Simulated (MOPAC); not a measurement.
MOPAC input (PM6):

```
PM6 PRECISE GNORM=0.05 LET XYZ CHARGE=-1 GEO-OK AUX(PRECISION=9) THREADS=1
C3H3

C     0.00327342 1    0.02137882 1    0.11257968 1
C     0.09532447 1    0.42175209 1    1.31948097 1
C    -0.04988734 1   -0.27325839 1   -1.20303702 1
H    -0.15282464 1   -0.23863109 1    2.15258061 1
H     0.80620451 1   -0.68175225 1   -1.73348371 1
H    -0.94564319 1   -0.09885182 1   -1.79323865 1
```

From the last part of the output:

```
                                                       MOPAC v23.2.5 Linux

          FINAL HEAT OF FORMATION =         49.03477 KCAL/MOL =     205.16148 KJ/MOL

          COSMO AREA              =         85.93 SQUARE ANGSTROMS
          COSMO VOLUME            =         67.49 CUBIC ANGSTROMS

          GRADIENT NORM           =          0.02766          =       0.01129 PER ATOM
          IONIZATION POTENTIAL    =          1.518138 EV
          HOMO LUMO ENERGIES (EV) =         -1.518  8.078
          NO. OF FILLED LEVELS    =          8
          MOLECULAR WEIGHT        =         39.0567         POINT GROUP:  C2v

          MOLECULAR DIMENSIONS (Angstroms)

            Atom       Atom       Distance
            H     5    H     4     4.30184
            H     6    H     5     1.75123
            C     2    C     3     0.00006

          SCF CALCULATIONS        =         21

   ATOM   CHEMICAL          X               Y               Z
  NUMBER   SYMBOL      (ANGSTROMS)     (ANGSTROMS)     (ANGSTROMS)

     1       C         -0.00636631  *  -0.01098819  *   0.07822795  *
     2       C          0.02479497  *   0.21370252  *   1.35830965  *
     3       C         -0.03838942  *  -0.24273298  *  -1.24187563  *
     4       H          0.04872727  *   0.38668878  *   2.34354112  *
     5       H          0.79702047  *  -0.62316312  *  -1.77058912  *
     6       H         -0.90095219  *  -0.05819970  *  -1.82847452  *

                             CARTESIAN COORDINATES

   1    C       -0.006366315    -0.010988189     0.078227946
   2    C        0.024794971     0.213702520     1.358309653
   3    C       -0.038389421    -0.242732978    -1.241875635
   4    H        0.048727272     0.386688777     2.343541116
   5    H        0.797020471    -0.623163115    -1.770589120
   6    H       -0.900952185    -0.058199704    -1.828474523

           Empirical Formula: C3 H3  =     6 atoms

      MOLECULAR POINT GROUP   :   C2v

                  EIGENVALUES
 -19.41665 -16.64157 -11.84196  -8.53946  -8.50145  -5.27101  -3.59179  -1.51814
   8.07773   8.54792  11.80120  12.62835  12.83465  13.45805  14.05542

              NET ATOMIC CHARGES AND DIPOLE CONTRIBUTIONS

  ATOM NO.   TYPE          CHARGE      No. of ELECS.   s-Pop       p-Pop
    1          C           0.330348        3.6697     1.11111     2.55854
    2          C          -0.850298        4.8503     1.12633     3.72397
    3          C          -0.942332        4.9423     1.06100     3.88134
    4          H           0.161853        0.8381     0.83815
    5          H           0.150217        0.8498     0.84978
    6          H           0.150212        0.8498     0.84979
 DIPOLE           X         Y         Z       TOTAL
 POINT-CHG.    -0.011    -0.078    -0.445     0.452
 HYBRID         0.000     0.001     0.008     0.008
 SUM           -0.011    -0.077    -0.437     0.444

          ATOMIC ORBITAL ELECTRON POPULATIONS

     Atom    s        px        py        pz
    1  C   1.11111   0.84579   0.81148   0.90127
    2  C   1.12633   1.21556   1.45548   1.05293
    3  C   1.06100   1.19927   1.62093   1.06114
    4  H   0.83815
    5  H   0.84978
    6  H   0.84979

 **********************
 *                    *
 * JOB ENDED NORMALLY *
 *                    *
 **********************

 == MOPAC DONE ==
```

The dipole moment of an ion depends on the origin.
